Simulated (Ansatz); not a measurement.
Geometry optimisation, Ansatz, RHF/def2-SVP.

Input:

```yaml
crystal:
  periodic: [false, false, false]
  atoms:
    - { symbol: Si, position_ang: [-0.168881, -0.504543, -0.902231] }
    - { symbol: C, position_ang: [1.418046, 0.081094, 1.67146] }
    - { symbol: H, position_ang: [0.353563, -0.15354, 1.629471] }
    - { symbol: H, position_ang: [1.90127, -0.660201, 2.307853] }
    - { symbol: H, position_ang: [1.535483, 1.076856, 2.097618] }
    - { symbol: H, position_ang: [1.896573, 0.0503, 0.681441] }
    - { symbol: Si, position_ang: [-1.078424, 1.734348, -0.817165] }
    - { symbol: H, position_ang: [-2.482385, 1.650665, -1.309931] }
    - { symbol: H, position_ang: [-1.102285, 2.291255, 0.560399] }
    - { symbol: H, position_ang: [-0.333473, 2.682165, -1.684851] }
    - { symbol: H, position_ang: [-1.220789, -0.999798, 0.069937] }
basis:
  gaussian: { orbitals: def2-SVP }
hamiltonian:
  xc: hf
relax:
  f_tol: 0.03
  max_steps: 50
output:
  orbitals: {}
```

Run as:

```bash
$ ansatz run input.yaml --threads 1 --pin off --max-ram 2048MiB --backend cpu --events-out ev --progress --plain --runs-dir out
```

**Question.** Where does it end, and by what steps?

**Answer.** The forces met the threshold. After 6 steps the energy has fallen by 0.076 eV; Si1 moved furthest, 0.49 Å.

| step | energy less start (eV) | largest force component (eV/Å) | accepted |
| --- | --- | --- | --- |
| 0 | 0.0000 | 0.308 | yes |
| 1 | -0.0491 | 0.092 | yes |
| 2 | -0.0673 | 0.123 | yes |
| 3 | -0.0715 | 0.112 | yes |
| 4 | -0.0741 | 0.083 | yes |
| 5 | -0.0754 | 0.036 | yes |
| 6 | -0.0760 | 0.012 | yes |

```xyz
11
Properties=species:S:1:pos:R:3
Si -0.505 -0.536 -1.252
C 1.636 0.061 1.911
H 0.588 -0.232 1.970
H 2.235 -0.632 2.501
H 1.750 1.071 2.303
H 1.981 0.035 0.877
Si -1.229 1.757 -0.986
H -2.632 1.856 -1.476
H -1.197 2.173 0.441
H -0.401 2.711 -1.766
H -1.506 -1.014 -0.218
```

Whether the end is a true minimum wasn't checked by a vibrational analysis.

Time of the run: 12 s on 1 thread of Arm Neoverse V1, on a shared host, peak memory 0.15 GiB.
